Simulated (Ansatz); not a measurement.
Basis-set extrapolation for `BN[SiH3]` (PBE0-D4/def2-TZVP geometry, frozen core, the Gaussian-basis code of Ansatz). Multiplicity 1, RHF reference.

```tsv
	def2-TZVPP	def2-QZVPP
HF	-371.656452	-371.670009
MP2 correlation	-0.445582	-0.476407
CCSD(T) correlation	-0.503925	not run
```

Energies in hartree. Use E(X) = E(∞) + A·exp(−7.88·√X) for Hartree–Fock and E(X) = E(∞) + B·X^(−2.97) for correlation, with X = 3 and 4, and add CCSD(T) minus MP2 of the smaller set to the MP2 limit.

Problem. What is the CCSD(T) energy at the basis-set limit?

Solution. HF limit: -371.670009 + (-0.013557) × 0.13774 = -371.67188. MP2 limit: -0.476407 + (-0.030825) × 0.74074 = -0.49924. Higher-order term: -0.503925 − (-0.445582) = -0.05834. Total: -372.22946 hartree, 181.4 kJ/mol below CCSD(T)/def2-TZVPP.
